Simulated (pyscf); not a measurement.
Optimised with ωB97X-D3(BJ)/def2-SVP in PySCF. MP2 and CC: frozen core, UHF for open shells. ΔMP2 is the change of the MP2 total energy from the triple- to the quadruple-zeta basis.

**Question.** `[AsH3]` + `[OH][AlH2]` → `[AlH2][AsH2]` + `[OH2]`
Surface: singlet. Broken: As–H, Al–O. Formed: Al–As, H–O. Give ΔE‡ and ΔE from CCSD/def2-TZVPP, relative to the separated reactants.

**Answer.** ΔE‡ = 22.5 kcal/mol, ΔE = +19.8 kcal/mol. CCSD(T)/def2-TZVPP + ΔMP2(QZVPP) gives 18.8 kcal/mol and +18.9 kcal/mol. Zero-point energy shifts the barrier by +0.3 kcal/mol. It is a four-centre exchange, with an imaginary mode of 1220i cm⁻¹. On the reactant side the descent ends in a complex, 4.6 kcal/mol under the separated species and 19.3 kcal/mol under the saddle at ωB97X-D3(BJ)/def2-TZVP. On the product side the descent ends in an adduct with a Al–O contact, 22.5 kcal/mol under the separated species and 20.2 kcal/mol under the saddle at ωB97X-D3(BJ)/def2-TZVP. What is counted as broken (Al–O) persists as a longer contact in the product adduct; parting that adduct is a step of its own. At ωB97X-D3(BJ) the barrier from the zero used here is 14.6 kcal/mol. This is the saddle that the search found; another between the same sides may lie lower. The CCSD(T) − MP2 part came from Ansatz, without density fitting, on the same reference. The frozen core leaves the outer d or s,p core shells of the metals and heavy elements correlated in the MP2 and CC values, and def2-TZVPP describes them poorly, which can shift differences by a few kcal/mol. Elements up to Kr have no core potential and no relativistic terms here.
